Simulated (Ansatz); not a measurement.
`Cc1ccno1`, relaxed with RKS PBE0-D4/def2-TZVP in Ansatz 0.2.0 from a PBE-D4/def2-SVP geometry. The force threshold is 0.005 eV/Å; the program also tests the step.

Charge 0, multiplicity 1.

Start:

```xyz
11

C     1.081    1.249   -0.528
C     0.113    0.167   -0.205
C    -0.233   -0.490    0.956
C    -1.237   -1.409    0.532
N    -1.480   -1.323   -0.765
O    -0.626   -0.326   -1.229
H     1.650    1.537    0.375
H     0.560    2.149   -0.916
H     1.798    0.922   -1.309
H     0.172   -0.335    1.961
H    -1.798   -2.141    1.128
```

```
step  energy (eV)  largest force (eV/Å)  largest move (Å)
   1   -7759.2301                 0.837             0.000
   2   -7759.2926                 0.305             0.028
   3   -7759.2994                 0.069             0.011
   4   -7759.2995                 0.029             0.002
   5   -7759.2996                 0.015             0.009
   6   -7759.2996                 0.007             0.006
   7   -7759.2996                 0.009             0.009
   8   -7759.2996                 0.004             0.002
```

End:

```xyz
11

C     1.070    1.238   -0.522
C     0.107    0.165   -0.201
C    -0.222   -0.488    0.942
C    -1.224   -1.395    0.525
N    -1.473   -1.297   -0.749
O    -0.632   -0.310   -1.210
H     1.609    1.539    0.376
H     0.557    2.111   -0.932
H     1.794    0.899   -1.267
H     0.187   -0.343    1.927
H    -1.773   -2.118    1.111
```

It took 29 s on 4 threads of an Intel Xeon Platinum 8488C on a shared host, with 0.56 GiB of host memory at the peak.
